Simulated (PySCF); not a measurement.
PO: one state, many levels of theory

State: ²Π (doublet), unpaired electrons π ↑. Set-up: basis P pcseg-1, O pcseg-1; no relativity; PySCF 2.14. De refers to P + O in their high-spin ground configurations, without counterpoise correction. The functionals are run spin-unrestricted. A positive dipole means P(−)O(+).

```json
{"Level": "ROHF", "Re (Å)": "1.458", "ωe (cm⁻¹)": "1398", "De (eV)": "2.02", "μ (D)": "-2.75", "CPU s a point (SCF and correlation, without the integrals)": "0.039"}
{"Level": "ROHF-MP2", "Re (Å)": "1.518", "ωe (cm⁻¹)": "1154", "De (eV)": "5.44", "μ (D)": "n/a", "CPU s a point (SCF and correlation, without the integrals)": "0.061"}
{"Level": "ROHF-SCS-MP2", "Re (Å)": "1.514", "ωe (cm⁻¹)": "1169", "De (eV)": "5.26", "μ (D)": "n/a", "CPU s a point (SCF and correlation, without the integrals)": "n/a"}
{"Level": "ROHF-CCSD", "Re (Å)": "1.501", "ωe (cm⁻¹)": "1226", "De (eV)": "4.69", "μ (D)": "n/a", "CPU s a point (SCF and correlation, without the integrals)": "n/a"}
{"Level": "ROHF-CCSD(T)", "Re (Å)": "1.512", "ωe (cm⁻¹)": "1170", "De (eV)": "4.94", "μ (D)": "n/a", "CPU s a point (SCF and correlation, without the integrals)": "0.68"}
{"Level": "PBE", "Re (Å)": "1.519", "ωe (cm⁻¹)": "1157", "De (eV)": "6.18", "μ (D)": "-1.97", "CPU s a point (SCF and correlation, without the integrals)": "0.35"}
{"Level": "BP86", "Re (Å)": "1.520", "ωe (cm⁻¹)": "1154", "De (eV)": "6.25", "μ (D)": "-2.00", "CPU s a point (SCF and correlation, without the integrals)": "0.42"}
{"Level": "r²SCAN", "Re (Å)": "1.503", "ωe (cm⁻¹)": "1210", "De (eV)": "5.67", "μ (D)": "-2.08", "CPU s a point (SCF and correlation, without the integrals)": "0.53"}
{"Level": "B3LYP", "Re (Å)": "1.502", "ωe (cm⁻¹)": "1216", "De (eV)": "5.71", "μ (D)": "-2.18", "CPU s a point (SCF and correlation, without the integrals)": "0.42"}
{"Level": "PBE0", "Re (Å)": "1.495", "ωe (cm⁻¹)": "1248", "De (eV)": "5.49", "μ (D)": "-2.18", "CPU s a point (SCF and correlation, without the integrals)": "0.52"}
{"Level": "M06", "Re (Å)": "1.493", "ωe (cm⁻¹)": "1254", "De (eV)": "5.75", "μ (D)": "-2.35", "CPU s a point (SCF and correlation, without the integrals)": "0.59"}
```

(1) Which functional lies closest to ROHF-CCSD(T) in De, which farthest, and by how much do they differ from it?

(2) What does a quarter of exact exchange do here, going from PBE to PBE0?

(3) What does the step from GGA to meta-GGA do here, going from PBE to r²SCAN?

Correlated steps freeze 6 core orbitals. Correlated levels converge slowly with the basis: in double zeta they bind strong bonds too weakly, by up to about 1 eV, and carry superposition errors of some tenths. The state was picked by a PBE0 search and need not be the measured ground state.

The whole job (state search and all levels along the bond) took about 0.91 min on 1 thread of Arm Neoverse V1 (shared host), peak memory 0.39 GiB.

## Answers

(1) Closest is PBE0 (-1.7 pm in Re, +6.7 % in ωe, +0.55 eV in De against ROHF-CCSD(T) in the same basis), farthest BP86 (+0.8 pm in Re, -1.4 % in ωe, +1.31 eV in De). CCSD(T) converges more slowly with the basis than the functionals do and binds too weakly in this one, so the order can change at the basis-set limit.

(2) PBE0 less PBE: -2.4 pm in Re, +7.9 % in ωe, -0.69 eV in De. Exact exchange removes part of the self-interaction that spreads semilocal densities, and in most molecules shortens and stiffens the bond and lowers De; so it does here.

(3) r²SCAN less PBE: -1.6 pm in Re, +4.6 % in ωe, -0.51 eV in De.
